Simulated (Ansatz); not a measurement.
# CH2F2 (difluoromethane) at r2SCAN0/aug-cc-pVDZ

What is the vertical electron affinity of CH2F2 (difluoromethane) at r2SCAN0/aug-cc-pVDZ? 

Program for the calculation: Ansatz 0.2.0.

55 further runs of the same task are left out: 55 set aside as unsound or not needed.

## 1. Starting point

CH2F2: 5 atoms, total charge 0, spin state singlet. As SMILES, `FCF`. Geometry: relaxed at PBE0-D4/def2-TZVP.

Bond lengths: F1–C2 1.351 Å, C2–F3 1.351 Å, C2–H4 1.093 Å, C2–H5 1.094 Å. Angles: F1–C2–F3 108.6°, F1–C2–H4 108.8°, F1–C2–H5 108.8°, F3–C2–H4 108.8°, F3–C2–H5 108.8°, H4–C2–H5 113.0°.

## 2. The energy at r2SCAN0/aug-cc-pVDZ

File run.yaml:

```yaml
crystal:
  periodic: [false, false, false]
  atoms:
    - {symbol: F, position_ang: [-1.073300, 0.191200, 0.698300]}
    - {symbol: C, position_ang: [0.010100, -0.016900, -0.082300]}
    - {symbol: F, position_ang: [1.090500, -0.179200, 0.713200]}
    - {symbol: H, position_ang: [-0.142700, -0.932900, -0.659500]}
    - {symbol: H, position_ang: [0.165300, 0.864200, -0.711100]}
basis:
  gaussian:
    orbitals: aug-cc-pVDZ
accuracy: high
output: {orbitals: {seedname: orbitals}}
hamiltonian:
  xc: {name: r2SCAN0}
```

Command:

```console
ansatz run run.yaml --threads 1 --pin off --max-ram 3480MiB --events-out events.jsonl --progress --plain --runs-dir runs
```

The program printed:

```text
Warning: RAYON_NUM_THREADS=1 ignored (pool sized by the plan → 1); use --threads N
Functional definition: r2SCAN0
  name "r2SCAN0"
  parameter a = 0.25
  parameter k0 = 0.174
  parameter k1 = 0.065
  parameter a1 = 4.9479
  exchange = (1 - a)*r2scan_x(k0 = k0, k1 = k1, a1 = a1) + a*exact_x
  correlation = r2scan_c
1767 factors; integrals over basis functions are off by at most 3.2e-9 eV
mean field evaluation 1: about -6499.1182 eV, gradient 2.6e1 eV
mean field evaluation 2: about -6499.1681 eV, gradient 2.7e1 eV
mean field evaluation 4: about -6500.2131 eV, gradient 8.7e-1 eV
mean field evaluation 8: about -6500.2167 eV, gradient 9.4e-3 eV
mean field evaluation 16: about -6500.2167 eV, gradient 2.2e-6 eV
mean field -6500.21666627 eV, -238.8785564804 hartree, gradient 7.3e-8 eV, S^2 0.000000; 0 other end points of the search recorded, 0 dependent functions left out
reference -6500.21666712 eV, -238.8785565116 hartree; 13, 13 occupied and 74, 74 virtual orbitals, 1767 factors
Total energy: -6500.21666712 eV, -238.8785565116 hartree
```

Wall time 8.7 s (1 thread of Arm Neoverse V1, shared host); peak memory 0.26 GiB.

## 3. The doublet anion at the same level

File input.yaml:

```yaml
crystal:
  periodic: [false, false, false]
  atoms:
    - {symbol: F, position_ang: [-1.073300, 0.191200, 0.698300]}
    - {symbol: C, position_ang: [0.010100, -0.016900, -0.082300]}
    - {symbol: F, position_ang: [1.090500, -0.179200, 0.713200]}
    - {symbol: H, position_ang: [-0.142700, -0.932900, -0.659500]}
    - {symbol: H, position_ang: [0.165300, 0.864200, -0.711100]}
basis:
  gaussian:
    orbitals: aug-cc-pVDZ
output: {orbitals: {seedname: orbitals}}
magnetization:
  spin_polarized: true
  initial_magnetization: 1
total_charge: -1
hamiltonian:
  xc: {name: r2SCAN0}
accuracy: high
```

Command:

```console
ansatz run input.yaml --threads 1 --pin off --max-ram 3480MiB --events-out events.jsonl --progress --plain --runs-dir runs
```

The program printed:

```text
Warning: RAYON_NUM_THREADS=1 ignored (pool sized by the plan → 1); use --threads N
Functional definition: r2SCAN0
  name "r2SCAN0"
  parameter a = 0.25
  parameter k0 = 0.174
  parameter k1 = 0.065
  parameter a1 = 4.9479
  exchange = (1 - a)*r2scan_x(k0 = k0, k1 = k1, a1 = a1) + a*exact_x
  correlation = r2scan_c
1767 factors; integrals over basis functions are off by at most 3.2e-9 eV
mean field evaluation 1: about -6496.9333 eV, gradient 2.5e1 eV
mean field evaluation 2: about -6496.8828 eV, gradient 2.9e1 eV
mean field evaluation 4: about -6499.3522 eV, gradient 1.3e0 eV
mean field evaluation 8: about -6499.5249 eV, gradient 2.8e-2 eV
mean field evaluation 16: about -6499.5250 eV, gradient 2.8e-4 eV
mean field evaluation 32: about -6499.4167 eV, gradient 1.5e0 eV
mean field -6499.52504106 eV, -238.8531397226 hartree, gradient 5.7e-8 eV, S^2 0.750096; 3 other end points of the search recorded, 0 dependent functions left out
reference -6499.52505262 eV, -238.8531401475 hartree; 14, 13 occupied and 73, 74 virtual orbitals, 1767 factors
Total energy: -6499.52505262 eV, -238.8531401475 hartree
```

Wall time 53 s (1 thread of Arm Neoverse V1, shared host); peak memory 0.42 GiB.

## 4. Results

Level: r2SCAN0/aug-cc-pVDZ.

```
                                         quantity          value
                      singlet CH2F2: total energy  -238.87856 Eh
                       singlet CH2F2: HOMO energy      -10.21 eV
                       singlet CH2F2: LUMO energy        0.46 eV
                     singlet CH2F2: HOMO–LUMO gap       10.68 eV
                      doublet anion: total energy  -238.85314 Eh
doublet anion: HOMO energy (highest over α and β)        1.62 eV
 doublet anion: LUMO energy (lowest over α and β)        2.42 eV
                              doublet anion: ⟨S²⟩          0.750
vertical electron affinity (to the doublet anion)      -0.692 eV
```

The anion lies 0.69 eV (66.7 kJ/mol) above the neutral: the electron isn't bound at this level, and such a value depends on the basis. The HOMO (doublet anion) lies at positive energy, 1.62 eV; only total energies tell whether the electron is bound.
